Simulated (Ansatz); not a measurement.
Gas-phase reaction in SMILES: CSC + S (H2S) → 2 CS (CH4S) [methanethiol]

Property: bond separation energy (enthalpy at 298 K), in kcal/mol. Terms: 6-311+G** with 5d, 6d on Na to Ar in Ansatz (an electronic-structure program); non-relativistic; frozen cores in correlated levels; 6-31G* and kin with 6d, 5d where marked; LANL2DZ with its own core potentials from Na on; spin-orbit terms left out. Basis-set limits of correlation are two-point, X^-3; Hartree-Fock from the larger set. The bracket is a focal-point correction in the basis named. Ab initio and DFT rows: single points at B3LYP-D3(BJ) geometries (Ansatz), with unscaled harmonic terms from B3LYP/6-31G* at its own minima.

Measured values: G2/97 table in ASE (Curtiss et al.); they hold spin-orbit and core effects, anharmonicity. 

Value to compare with, the measured value: 2.8 kcal/mol.

```
level                                                                      program  bond separation energy (enthalpy at 298 K) (kcal/mol)  error
-------------------------------------------------------------------------  -------  -----------------------------------------------------  -----
MP2/STO-3G                                                                  Ansatz                                                    2.9    0.1
MP2/3-21G                                                                   Ansatz                                                    1.9   -0.9
MP2/LANL2DZ                                                                 Ansatz                                                    1.4   -1.4
MP2/6-31G*                                                                  Ansatz                                                    3.1    0.3
MP2/6-311+G**                                                               Ansatz                                                    3.2    0.4
RI-MP2/CBS(aug-cc-pV(T+d)Z,aug-cc-pV(Q+d)Z)+[CCSD(T)-MP2]/aug-cc-pV(T+d)Z   Ansatz                                                    3.1    0.3
```

3 of the 5 habitual levels lie above the measured value; their mean absolute error is 0.6 kcal/mol, the median 0.4.

The sets are all those run for this method; runs whose electronic state is in doubt are left out.
